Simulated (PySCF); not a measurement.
Methane, SMILES C (CAM-B3LYP/def2-SVP optimised geometry):

```
5

C     -0.366    -0.259     0.000
H     -0.732     0.776     0.000
H     -0.732    -0.776    -0.897
H      0.732    -0.259     0.000
H     -0.732    -0.776     0.897
```

Computed with CAM-B3LYP/def2-TZVP in PySCF.

Task: What are the frontier orbital energies and the dipole moment?

Result: HOMO-2 -12.47 eV, HOMO-1 -12.47 eV, HOMO -12.47 eV, LUMO 2.37 eV, LUMO+1 4.49 eV; dipole moment 0.00 D.

On the same geometry PBE/def2-TZVP in PySCF 2.14.0 gives HOMO-2 -9.41 eV, HOMO-1 -9.41 eV, HOMO -9.41 eV, LUMO 0.89 eV, LUMO+1 2.80 eV; dipole moment 0.00 D.

Meta-Löwdin charges at CAM-B3LYP/def2-TZVP: C1 -0.47, H2 0.12, H3 0.12, H4 0.12, H5 0.12.
